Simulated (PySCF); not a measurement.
Dissociation curve of SMILES S (H₂S). The S1–H3 bond (S1 also carries H; H3 carries nothing else) is pulled apart rigidly from the PBE0/def2-TZVP optimised geometry.

Levels: UHF/cc-pVTZ (PySCF); RHF/cc-pVTZ (PySCF); UKS-PBE = unrestricted PBE/cc-pVTZ (PySCF); RKS-PBE = PySCF with restricted PBE/cc-pVTZ; UKS-PBE0 = unrestricted PBE0/cc-pVTZ (PySCF); RKS-PBE0 = restricted PBE0/cc-pVTZ (PySCF 2.14.0); UKS-wB97X-V = PySCF 2.14.0 with unrestricted wB97X-V/cc-pVTZ; RKS-wB97X-V = PySCF 2.14.0 with restricted wB97X-V/cc-pVTZ.

Scanned distances (Å): 0.99, 1.08, 1.15, 1.22, 1.26, 1.31, 1.34, 1.39, 1.42, 1.47, 1.56, 1.67, 1.80, 1.99, 2.22, 2.39, 2.66, 2.99, 3.26, 3.61, 4.01, 4.70.

### Question
Where does the unrestricted solution first break spin symmetry (<S²> of 0.01 or more)?

### Answer
UHF: between 1.67 and 1.80 Å; UKS-PBE: between 2.22 and 2.39 Å; UKS-PBE0: between 1.99 and 2.22 Å; UKS-wB97X-V: between 1.99 and 2.22 Å.

```json
[
 {"R / Å": "0.99", "<S²> UHF": "0.00", "E(RHF) − E(UHF) / kJ/mol": "0.0", "<S²> UKS-PBE": "0.00", "E(RKS-PBE) − E(UKS-PBE) / kJ/mol": "0.0", "<S²> UKS-PBE0": "0.00", "E(RKS-PBE0) − E(UKS-PBE0) / kJ/mol": "0.0", "<S²> UKS-wB97X-V": "0.00", "E(RKS-wB97X-V) − E(UKS-wB97X-V) / kJ/mol": "0.0"},
 {"R / Å": "1.08", "<S²> UHF": "0.00", "E(RHF) − E(UHF) / kJ/mol": "0.0", "<S²> UKS-PBE": "0.00", "E(RKS-PBE) − E(UKS-PBE) / kJ/mol": "0.0", "<S²> UKS-PBE0": "0.00", "E(RKS-PBE0) − E(UKS-PBE0) / kJ/mol": "0.0", "<S²> UKS-wB97X-V": "0.00", "E(RKS-wB97X-V) − E(UKS-wB97X-V) / kJ/mol": "0.0"},
 {"R / Å": "1.15", "<S²> UHF": "0.00", "E(RHF) − E(UHF) / kJ/mol": "0.0", "<S²> UKS-PBE": "0.00", "E(RKS-PBE) − E(UKS-PBE) / kJ/mol": "0.0", "<S²> UKS-PBE0": "0.00", "E(RKS-PBE0) − E(UKS-PBE0) / kJ/mol": "0.0", "<S²> UKS-wB97X-V": "0.00", "E(RKS-wB97X-V) − E(UKS-wB97X-V) / kJ/mol": "0.0"},
 {"R / Å": "1.22", "<S²> UHF": "0.00", "E(RHF) − E(UHF) / kJ/mol": "0.0", "<S²> UKS-PBE": "0.00", "E(RKS-PBE) − E(UKS-PBE) / kJ/mol": "0.0", "<S²> UKS-PBE0": "0.00", "E(RKS-PBE0) − E(UKS-PBE0) / kJ/mol": "0.0", "<S²> UKS-wB97X-V": "0.00", "E(RKS-wB97X-V) − E(UKS-wB97X-V) / kJ/mol": "0.0"},
 {"R / Å": "1.26", "<S²> UHF": "0.00", "E(RHF) − E(UHF) / kJ/mol": "0.0", "<S²> UKS-PBE": "0.00", "E(RKS-PBE) − E(UKS-PBE) / kJ/mol": "0.0", "<S²> UKS-PBE0": "0.00", "E(RKS-PBE0) − E(UKS-PBE0) / kJ/mol": "0.0", "<S²> UKS-wB97X-V": "0.00", "E(RKS-wB97X-V) − E(UKS-wB97X-V) / kJ/mol": "0.0"},
 {"R / Å": "1.31", "<S²> UHF": "0.00", "E(RHF) − E(UHF) / kJ/mol": "0.0", "<S²> UKS-PBE": "0.00", "E(RKS-PBE) − E(UKS-PBE) / kJ/mol": "0.0", "<S²> UKS-PBE0": "0.00", "E(RKS-PBE0) − E(UKS-PBE0) / kJ/mol": "0.0", "<S²> UKS-wB97X-V": "0.00", "E(RKS-wB97X-V) − E(UKS-wB97X-V) / kJ/mol": "0.0"},
 {"R / Å": "1.34", "<S²> UHF": "0.00", "E(RHF) − E(UHF) / kJ/mol": "0.0", "<S²> UKS-PBE": "0.00", "E(RKS-PBE) − E(UKS-PBE) / kJ/mol": "0.0", "<S²> UKS-PBE0": "0.00", "E(RKS-PBE0) − E(UKS-PBE0) / kJ/mol": "0.0", "<S²> UKS-wB97X-V": "0.00", "E(RKS-wB97X-V) − E(UKS-wB97X-V) / kJ/mol": "0.0"},
 {"R / Å": "1.39", "<S²> UHF": "0.00", "E(RHF) − E(UHF) / kJ/mol": "0.0", "<S²> UKS-PBE": "0.00", "E(RKS-PBE) − E(UKS-PBE) / kJ/mol": "0.0", "<S²> UKS-PBE0": "0.00", "E(RKS-PBE0) − E(UKS-PBE0) / kJ/mol": "0.0", "<S²> UKS-wB97X-V": "0.00", "E(RKS-wB97X-V) − E(UKS-wB97X-V) / kJ/mol": "0.0"},
 {"R / Å": "1.42", "<S²> UHF": "0.00", "E(RHF) − E(UHF) / kJ/mol": "0.0", "<S²> UKS-PBE": "0.00", "E(RKS-PBE) − E(UKS-PBE) / kJ/mol": "0.0", "<S²> UKS-PBE0": "0.00", "E(RKS-PBE0) − E(UKS-PBE0) / kJ/mol": "0.0", "<S²> UKS-wB97X-V": "0.00", "E(RKS-wB97X-V) − E(UKS-wB97X-V) / kJ/mol": "0.0"},
 {"R / Å": "1.47", "<S²> UHF": "0.00", "E(RHF) − E(UHF) / kJ/mol": "0.0", "<S²> UKS-PBE": "0.00", "E(RKS-PBE) − E(UKS-PBE) / kJ/mol": "0.0", "<S²> UKS-PBE0": "0.00", "E(RKS-PBE0) − E(UKS-PBE0) / kJ/mol": "0.0", "<S²> UKS-wB97X-V": "0.00", "E(RKS-wB97X-V) − E(UKS-wB97X-V) / kJ/mol": "0.0"},
 {"R / Å": "1.56", "<S²> UHF": "0.00", "E(RHF) − E(UHF) / kJ/mol": "0.0", "<S²> UKS-PBE": "0.00", "E(RKS-PBE) − E(UKS-PBE) / kJ/mol": "0.0", "<S²> UKS-PBE0": "0.00", "E(RKS-PBE0) − E(UKS-PBE0) / kJ/mol": "0.0", "<S²> UKS-wB97X-V": "0.00", "E(RKS-wB97X-V) − E(UKS-wB97X-V) / kJ/mol": "0.0"},
 {"R / Å": "1.67", "<S²> UHF": "0.00", "E(RHF) − E(UHF) / kJ/mol": "0.0", "<S²> UKS-PBE": "0.00", "E(RKS-PBE) − E(UKS-PBE) / kJ/mol": "0.0", "<S²> UKS-PBE0": "0.00", "E(RKS-PBE0) − E(UKS-PBE0) / kJ/mol": "0.0", "<S²> UKS-wB97X-V": "0.00", "E(RKS-wB97X-V) − E(UKS-wB97X-V) / kJ/mol": "0.0"},
 {"R / Å": "1.80", "<S²> UHF": "0.03", "E(RHF) − E(UHF) / kJ/mol": "0.1", "<S²> UKS-PBE": "0.00", "E(RKS-PBE) − E(UKS-PBE) / kJ/mol": "0.0", "<S²> UKS-PBE0": "0.00", "E(RKS-PBE0) − E(UKS-PBE0) / kJ/mol": "0.0", "<S²> UKS-wB97X-V": "0.00", "E(RKS-wB97X-V) − E(UKS-wB97X-V) / kJ/mol": "0.0"},
 {"R / Å": "1.99", "<S²> UHF": "0.48", "E(RHF) − E(UHF) / kJ/mol": "25.7", "<S²> UKS-PBE": "0.00", "E(RKS-PBE) − E(UKS-PBE) / kJ/mol": "0.0", "<S²> UKS-PBE0": "0.00", "E(RKS-PBE0) − E(UKS-PBE0) / kJ/mol": "0.0", "<S²> UKS-wB97X-V": "0.00", "E(RKS-wB97X-V) − E(UKS-wB97X-V) / kJ/mol": "0.0"},
 {"R / Å": "2.22", "<S²> UHF": "0.75", "E(RHF) − E(UHF) / kJ/mol": "89.0", "<S²> UKS-PBE": "0.00", "E(RKS-PBE) − E(UKS-PBE) / kJ/mol": "0.0", "<S²> UKS-PBE0": "0.26", "E(RKS-PBE0) − E(UKS-PBE0) / kJ/mol": "3.9", "<S²> UKS-wB97X-V": "0.32", "E(RKS-wB97X-V) − E(UKS-wB97X-V) / kJ/mol": "6.8"},
 {"R / Å": "2.39", "<S²> UHF": "0.86", "E(RHF) − E(UHF) / kJ/mol": "141.6", "<S²> UKS-PBE": "0.25", "E(RKS-PBE) − E(UKS-PBE) / kJ/mol": "2.2", "<S²> UKS-PBE0": "0.56", "E(RKS-PBE0) − E(UKS-PBE0) / kJ/mol": "22.2", "<S²> UKS-wB97X-V": "0.60", "E(RKS-wB97X-V) − E(UKS-wB97X-V) / kJ/mol": "31.6"},
 {"R / Å": "2.66", "<S²> UHF": "0.94", "E(RHF) − E(UHF) / kJ/mol": "221.6", "<S²> UKS-PBE": "0.67", "E(RKS-PBE) − E(UKS-PBE) / kJ/mol": "24.9", "<S²> UKS-PBE0": "0.80", "E(RKS-PBE0) − E(UKS-PBE0) / kJ/mol": "63.8", "<S²> UKS-wB97X-V": "0.83", "E(RKS-wB97X-V) − E(UKS-wB97X-V) / kJ/mol": "85.0"},
 {"R / Å": "2.99", "<S²> UHF": "0.99", "E(RHF) − E(UHF) / kJ/mol": "305.0", "<S²> UKS-PBE": "0.87", "E(RKS-PBE) − E(UKS-PBE) / kJ/mol": "60.5", "<S²> UKS-PBE0": "0.93", "E(RKS-PBE0) − E(UKS-PBE0) / kJ/mol": "114.4", "<S²> UKS-wB97X-V": "0.94", "E(RKS-wB97X-V) − E(UKS-wB97X-V) / kJ/mol": "150.8"},
 {"R / Å": "3.26", "<S²> UHF": "1.00", "E(RHF) − E(UHF) / kJ/mol": "360.5", "<S²> UKS-PBE": "0.94", "E(RKS-PBE) − E(UKS-PBE) / kJ/mol": "—", "<S²> UKS-PBE0": "0.97", "E(RKS-PBE0) − E(UKS-PBE0) / kJ/mol": "148.8", "<S²> UKS-wB97X-V": "0.98", "E(RKS-wB97X-V) − E(UKS-wB97X-V) / kJ/mol": "197.6"},
 {"R / Å": "3.61", "<S²> UHF": "1.01", "E(RHF) − E(UHF) / kJ/mol": "417.6", "<S²> UKS-PBE": "0.98", "E(RKS-PBE) − E(UKS-PBE) / kJ/mol": "—", "<S²> UKS-PBE0": "0.99", "E(RKS-PBE0) − E(UKS-PBE0) / kJ/mol": "182.9", "<S²> UKS-wB97X-V": "0.99", "E(RKS-wB97X-V) − E(UKS-wB97X-V) / kJ/mol": "247.1"},
 {"R / Å": "4.01", "<S²> UHF": "1.01", "E(RHF) − E(UHF) / kJ/mol": "466.3", "<S²> UKS-PBE": "0.99", "E(RKS-PBE) − E(UKS-PBE) / kJ/mol": "—", "<S²> UKS-PBE0": "1.00", "E(RKS-PBE0) − E(UKS-PBE0) / kJ/mol": "209.7", "<S²> UKS-wB97X-V": "1.00", "E(RKS-wB97X-V) − E(UKS-wB97X-V) / kJ/mol": "290.2"},
 {"R / Å": "4.70", "<S²> UHF": "1.01", "E(RHF) − E(UHF) / kJ/mol": "521.8", "<S²> UKS-PBE": "1.00", "E(RKS-PBE) − E(UKS-PBE) / kJ/mol": "—", "<S²> UKS-PBE0": "1.00", "E(RKS-PBE0) − E(UKS-PBE0) / kJ/mol": "236.1", "<S²> UKS-wB97X-V": "1.00", "E(RKS-wB97X-V) − E(UKS-wB97X-V) / kJ/mol": "339.9"}
]
```

A dash means that the run gave no value there, or that the column was ended at a point which the program doubted or which failed a test of continuity chosen for this set; such a test can also cut sound points.
